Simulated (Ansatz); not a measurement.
Relaxation of CH8SSi (11 atoms, charge 0, multiplicity 1), to a largest force component of 0.03 eV/Å in at most 50 steps.

The calculation used Ansatz 0.2.0, RKS PBE0/6-31G*.

```xyz
11
Properties=species:S:1:pos:R:3
Si -0.594 0.188 -0.421
H -0.247 -0.790 2.041
H 0.623 0.445 0.395
H -0.469 0.995 -1.666
C -0.754 -1.637 -0.833
H -0.796 -2.259 0.069
H -1.652 -1.831 -1.429
H 0.116 -1.955 -1.418
S -2.385 0.886 0.566
H -2.734 -0.296 1.107
H -0.841 -0.439 2.204
```

Q: Where does it end, and by what steps?

A: It converged. After 9 steps the energy has fallen by 0.259 eV; H11 moved furthest, 0.99 Å.

```tsv
step	energy less start (eV)	largest force component (eV/Å)	accepted
0	0.0000	1.261	yes
1	-0.1394	0.148	yes
2	-0.1919	0.152	yes
3	-0.2249	0.231	yes
4	-0.2426	0.118	yes
5	-0.2208	0.450	no
6	-0.2516	0.054	yes
7	-0.2553	0.058	yes
8	-0.2564	0.200	yes
9	-0.2585	0.023	yes
```

```xyz
11
Properties=species:S:1:pos:R:3
Si -0.717 0.186 -0.682
H -0.215 -1.108 2.907
H 0.415 0.500 0.236
H -0.576 0.996 -1.922
C -0.739 -1.650 -1.069
H -0.864 -2.249 -0.161
H -1.561 -1.890 -1.750
H 0.203 -1.950 -1.544
S -2.571 0.879 0.165
H -2.518 0.114 1.275
H -0.592 -0.519 3.161
```

Whether the end is a true minimum wasn't checked by a vibrational analysis.

Run time: 39 s on 1 thread of Arm Neoverse V1, on a shared host, peak memory 0.14 GiB.
